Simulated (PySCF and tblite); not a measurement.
Results of a calculation; reference values are marked as such.
**Conformer ensemble of C₄H₈O, numbered as in [OH:1][CH2:2][CH:3]1[CH2:4][CH2:5]1**

Level: PBE0-D3(BJ)/pcSseg-1 (IEF-PCM, chloroform)//GFN2-xTB, thermal terms from GFN2-xTB, symmetry numbers and mirror pairs counted. Conformers within 2.5 kcal/mol (GFN2-xTB free energy) were kept, 10 at most. GIAO shieldings: PBE0/pcSseg-1 (IEF-PCM, chloroform). Couplings: B3LYP/6-31G* with pcJ-1 on H (gas phase; spin-dipole term only for pairs with B, N, F, Si or P). Couplings are for ¹H. H–H couplings come out 0.1 to 0.9 Hz lower than with pcJ-1 on all atoms. Shifts are against TMS (¹H), TMS (¹³C) at the same level; of two unlike H on one atom, a is the less shielded. Codes: tblite and PySCF.

Torsions listed: H1–O1–C2–C3, O1–C2–C3–C4. Of a mirror pair one member is shown.

| conformer | shape | symmetry | E(GFN2) kcal/mol | E(DFT) kcal/mol | G(298.15 K) kcal/mol | weight % | dipole D |
| --- | --- | --- | --- | --- | --- | --- | --- |
| 1 | 54°, -157° | C1 (pair) | 0.00 | 0.00 | 0.00 | 65.0 | 1.98 |
| 2 | 54°, 79° | C1 (pair) | 0.50 | 0.89 | 0.75 | 18.4 | 1.99 |
| 3 | 58°, -42° | C1 (pair) | 1.34 | 1.10 | 1.14 | 9.4 | 1.87 |
| 4 | 180°, 90° | C1 (pair) | 2.08 | 1.61 | 1.31 | 7.2 | 1.84 |

Weights (%) against temperature:

```json
{"T (K)": "100", "1": "97.9", "2": "1.6", "3": "0.4", "4": "0.1", "S(mix) cal/mol/K": "1.60"}
{"T (K)": "250", "1": "72.3", "2": "15.4", "3": "7.5", "4": "4.9", "S(mix) cal/mol/K": "3.09"}
{"T (K)": "298.15", "1": "65.0", "2": "18.4", "3": "9.4", "4": "7.2", "S(mix) cal/mol/K": "3.37"}
{"T (K)": "350", "1": "58.8", "2": "20.7", "3": "11.1", "4": "9.4", "S(mix) cal/mol/K": "3.57"}
{"T (K)": "450", "1": "50.3", "2": "23.4", "3": "13.2", "4": "13.0", "S(mix) cal/mol/K": "3.80"}
```

Averaged shifts at 298.15 K. ¹H: 3.74 (H2, 2H), 1.03 (H3, 1H), 0.50 (H4a/H5a, 2H), 0.16 (H4b/H5b, 2H) ppm. ¹³C: 72.9 (C2), 17.3 (C3), 3.7 (C4/C5) ppm.

Averaged couplings (Hz): ³J(H1,H2) 7.7, ²J(H2,H2) -11.5, ³J(H2,H3) 6.1, ³J(H3,H4a) 9.1, ³J(H3,H4b) 4.5, ²J(H4a,H4b) -6.6, ³J(H4a,H5b) 5.2, ³J(H4a,H5a) 9.7, ³J(H4b,H5b) 10.4.

Coordinates of conformer 1 (Å):

```xyz
13

O     2.270    0.317    0.053
C     1.181   -0.575   -0.036
C     0.030    0.001   -0.829
C    -1.359   -0.518   -0.617
C    -0.992    0.851   -0.132
H     1.947    1.156    0.401
H     1.577   -1.467   -0.528
H     0.834   -0.857    0.970
H     0.309    0.288   -1.836
H    -2.011   -0.605   -1.473
H    -1.501   -1.296    0.117
H    -0.893    0.998    0.934
H    -1.395    1.708   -0.651
```

H on N, O and S are left out: they exchange, and hydrogen bonds move them by several ppm. Shifts are unscaled: against experiment ¹³C can be off by 15 ppm or more and ¹H by 0.8 ppm.

Search and properties took 100 s on 1 thread of Intel Xeon Platinum 8259CL @ 2.50GHz, on a host shared with other jobs (rough), launched as `OMP_NUM_THREADS=1 python ens_run.py task.json out`.
